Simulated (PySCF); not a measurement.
# Removing an electron from `FC1=CC[C@H]1F`

C₄H₄F₂.
Atom-mapped SMILES: `[F:1][C:2]1=[CH:3][CH2:4][C@H:5]1[F:6]` (hydrogens: H7 on C3; H8, H9 on C4; H10 on C5)

Structure used (PBE0-D3(BJ)/def2-SVP), in Å, numbered top down from 1:
```xyz
10
C4H4F2 angstrom
F      2.024   -1.293   -0.204
C      0.924   -0.572   -0.208
C      0.268    0.124   -1.143
C     -0.808    0.543   -0.159
C      0.034   -0.179    0.929
F     -0.594   -1.183    1.607
H      0.446    0.352   -2.194
H     -1.785    0.056   -0.296
H     -0.952    1.626   -0.011
H      0.497    0.501    1.665
```

Level: PBE0/def2-SVPD (PySCF). Frontier orbitals with their largest atomic shares (Löwdin; up to four atoms above 4 %):

```json
{"orbital": "HOMO−3", "ε (eV)": "-11.16", "main atoms": "C4 29 %, C3 28 %, F1 17 %, C2 10 %"}
{"orbital": "HOMO−2", "ε (eV)": "-9.66", "main atoms": "F6 32 %, C4 23 %, C5 22 %, F1 8 %"}
{"orbital": "HOMO−1", "ε (eV)": "-9.56", "main atoms": "F6 28 %, C5 20 %, C2 11 %, H10 10 %"}
{"orbital": "HOMO", "ε (eV)": "-7.70", "main atoms": "?"}
{"orbital": "LUMO", "ε (eV)": "-0.23", "main atoms": "C3 33 %, C2 28 %, C5 9 %, H7 7 %"}
{"orbital": "LUMO+1", "ε (eV)": "0.98", "main atoms": "C3 23 %, C4 18 %, H9 13 %, C2 10 %"}
{"orbital": "LUMO+2", "ε (eV)": "1.18", "main atoms": "C2 24 %, F1 19 %, H8 10 %, C4 10 %"}
```

**Question.** What vertical ionisation energy does ΔSCF give, and how far is −ε(HOMO) from it?

**Answer.** ΔSCF: 9.99 eV (964 kJ/mol; threshold wavelength 124 nm); ⟨S²⟩ of the doublet left behind is 0.753, against 0.75 for a pure doublet. −ε(HOMO) is 7.70 eV, 2.29 eV below it. In exact Kohn–Sham theory the two would be equal; PBE0 (global hybrid, 25 % exact exchange) falls short of its own ΔSCF value by 23 %.

**Question.** On which atoms does the HOMO lie?

**Answer.** C3 (alkene CH carbon) 33 %, C2 (vinylic C–F carbon) 28 %, F1 (vinyl fluorine) 13 %, C4 (allylic carbon) 10 %, so no atom holds as much as 40 %. The HOMO−1 lies 1.86 eV lower.

**Question.** What kinetic energy would electrons from this vertical process carry with He II light (40.814 eV)?

**Answer.** 40.81 − 9.99 = 30.82 eV.

**Question.** How many of the 10 lowest singlet excitations (vertical TDDFT, same level) lie below the ionisation energy?

**Answer.** All 10; they run from 6.86 to 9.30 eV.

Isolated species at its PBE0-D3(BJ)/def2-SVP geometry, gas phase.
